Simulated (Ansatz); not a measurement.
**Two structures, one formula**

Two relaxed structures of CHAlN, doublet (PBE0-D4/def2-TZVP; forces vanish, vibrations not checked).

A:

```
atom    x (Å)    y (Å)    z (Å)
  C1   0.8194  -0.1077   0.2921
  N2  -0.2175   0.2066  -0.1619
 Al3  -1.7106   0.8145  -0.9973
  H4  -3.0758   0.2263  -0.4202
```

B:

```xyz
4
angstrom
C 0.2952 -0.2094 0.2589
N 0.3365 0.5808 -0.6652
Al -1.6504 0.3551 -0.4919
H 1.0187 -0.7265 0.8981
```

Computed with Ansatz 0.2.0 (basis: def2-TZVPP); correlated methods freeze the cores; orbitals are unrestricted. B3LYP uses VWN-RPA correlation.

Task: Which structure is lower at CCSD(T), and by how much? (An estimate is asked for; the value comes from the calculation.)

Result: The calculation gives: A, by 10.43 kcal/mol (electronic energy, against the other). By their contacts, A is CHAlN ([C][N][AlH]) and B is CHAlN ([CH]1[N][Al]1).

All methods give the same order:

```json
{"method": "PBE-D4", "E(B) − E(A) (kcal/mol)": "3.41"}
{"method": "r2SCAN-D4", "E(B) − E(A) (kcal/mol)": "9.12"}
{"method": "PBE0-D4", "E(B) − E(A) (kcal/mol)": "6.43"}
{"method": "B3LYP-D4", "E(B) − E(A) (kcal/mol)": "9.32"}
{"method": "wB97M-V", "E(B) − E(A) (kcal/mol)": "7.65"}
{"method": "HF", "E(B) − E(A) (kcal/mol)": "25.78"}
{"method": "MP2", "E(B) − E(A) (kcal/mol)": "12.96"}
{"method": "CCSD", "E(B) − E(A) (kcal/mol)": "11.66"}
{"method": "CCSD(T)", "E(B) − E(A) (kcal/mol)": "10.43"}
```

The T1 diagnostic stays at or below 0.022. ⟨S²⟩ of the unrestricted Hartree–Fock references: 0.76 to 0.77 (a pure state has 0.75).

Labels in which every atom is bracketed show which atoms are joined, not bond orders.

For scale, one of the runs: CCSD(T)/def2-TZVPP, 118 basis functions, launched by `ansatz run in.yaml --threads 2 --pin off --events-out ev --progress --plain --max-ram 4352MiB`. The run took 16 s on 2 CPU threads of an Arm Neoverse V1 (shared host), with 0.96 GiB of host memory at its peak.
